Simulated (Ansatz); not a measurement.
Input file:

```yaml
crystal:
  periodic: [false, false, false]
  atoms:
    - {symbol: O, position_ang: [0.000000, 0.000000, 0.000000]}
    - {symbol: F, position_ang: [0.000000, 0.000000, 1.742500]}
basis:
  gaussian: {orbitals: 6-31G}
magnetization: {spin_polarized: true, initial_magnetization: 3}
correlation: {method: ccsdtq, electrons: outside_noble_gas}
```

```sh
$ ansatz run in.yaml --threads 2 --pin off --events-out ev --progress --plain --max-ram 24576MiB --backend cuda --devices 0, --max-vram 18GiB
```

Log:

```
271 factors; integrals over basis functions are off by at most 2.3e-8 eV
mean field evaluation 1: about -4734.8721 eV, gradient 1.9e1 eV
mean field evaluation 2: about -4734.8892 eV, gradient 1.9e1 eV
mean field evaluation 4: about -4736.7389 eV, gradient 4.5e0 eV
mean field evaluation 8: about -4737.7856 eV, gradient 3.1e-1 eV
mean field evaluation 16: about -4737.7903 eV, gradient 2.5e-6 eV
mean field evaluation 32: about -4737.2693 eV, gradient 8.0e-2 eV
mean field evaluation 64: about -4737.2669 eV, gradient 4.3e-1 eV
mean field evaluation 96: about -4737.2069 eV, gradient 2.3e0 eV
mean field evaluation 128: about -4737.2688 eV, gradient 2.0e-1 eV
mean field evaluation 160: about -4735.5023 eV, gradient 9.3e-2 eV
...
cycle  17  -5.05290069 eV  change   -1.5e-6 eV  update   3.0e-5
cycle  18  -5.05290282 eV  change   -2.1e-6 eV  update   1.5e-5
cycle  19  -5.05290266 eV  change    1.5e-7 eV  update   8.0e-6
cycle  20  -5.05290255 eV  change    1.2e-7 eV  update   5.7e-6
cycle  21  -5.05290306 eV  change   -5.1e-7 eV  update   2.1e-6
cycle  22  -5.05290380 eV  change   -7.4e-7 eV  update   6.6e-7
cycle  23  -5.05290429 eV  change   -4.9e-7 eV  update   3.6e-7
cycle  24  -5.05290461 eV  change   -3.2e-7 eV  update   1.9e-7
cycle  25  -5.05290507 eV  change   -4.6e-7 eV  update   1.6e-7
cycle  26  -5.05290581 eV  change   -7.4e-7 eV  update   1.4e-7
Total energy: -4742.84318087 eV, -174.2962720826 hartree
```

For the same geometry and basis full CI lies 1.8 meV higher.

Ran on 2 threads of AMD EPYC 7R13 with a shared H100 80 GB, shared host: 53 s wall, 0.93 GiB peak host memory.
